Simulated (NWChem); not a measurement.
Species: CH3S anion

```xyz
5

C      0.0000     0.0000    -1.1326
S      0.0000     0.0000     0.7146
H      0.7249     0.7249    -1.5458
H      0.2653    -0.9903    -1.5458
H     -0.9903     0.2653    -1.5458
```
Atoms are numbered in this order, from 1.

Program: NWChem. Medium grid unless said otherwise, to which SCAN and Minnesota functionals are sensitive. Coordinates come from a B3LYP/def2-SVPD optimisation. The highest occupied level is positive in some or all of these runs, so the extra electron may be held by the finite basis. Total energies of different functionals are on different scales.

```json
[
 {"level": "B3LYP/def2-SVPD", "energy (Ha)": "-437.9987", "highest occupied level (eV)": "0.44", "orbital gap (eV)": "4.23"},
 {"level": "PBE/def2-SVPD", "energy (Ha)": "-437.7455", "highest occupied level (eV)": "1.31", "orbital gap (eV)": "2.99"},
 {"level": "PW91/def2-SVPD", "energy (Ha)": "-437.9462", "highest occupied level (eV)": "1.28", "orbital gap (eV)": "2.88"},
 {"level": "B97-D/def2-SVPD", "energy (Ha)": "-437.9642", "highest occupied level (eV)": "1.33", "orbital gap (eV)": "3.08"},
 {"level": "LC-wPBE (HJS exchange hole, range parameter 0.4 per bohr)/def2-SVPD", "energy (Ha)": "-437.8126", "highest occupied level (eV)": "-2.32", "orbital gap (eV)": "8.86"},
 {"level": "MN15-L/def2-SVPD", "energy (Ha)": "-437.8452", "highest occupied level (eV)": "0.99", "orbital gap (eV)": "3.56"},
 {"level": "B3PW91/def2-SVPD", "energy (Ha)": "-437.9315", "highest occupied level (eV)": "0.46", "orbital gap (eV)": "4.52"},
 {"level": "r2SCAN/def2-SVPD", "energy (Ha)": "-437.9205", "highest occupied level (eV)": "1.14", "orbital gap (eV)": "3.86"}
]
```
